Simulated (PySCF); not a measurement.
**Ionisation energy of S by level of theory**

S [Ne] 3s2 3p4 (3P) → S⁺ [Ne] 3s2 3p3 (4S), as a difference of total energies. Calculation: PySCF 2.14, in pcseg-2; no relativity, point nucleus. Correlated levels: valence: [Ne] frozen. The calculations carry no spin-orbit coupling.

Task: Order these methods by the ionisation energy they give, lowest first.
A. CCSD(T) (valence)
B. UHF
C. M06-2X
D. M06-L

Result: B (9.235 eV), A (9.940 eV), D (10.216 eV), C (10.422 eV).

Errors of the correlated levels include the incompleteness of this basis and the frozen core.

For comparison: 10.336 eV (measured; NIST levels, between the centres of gravity of the two terms).
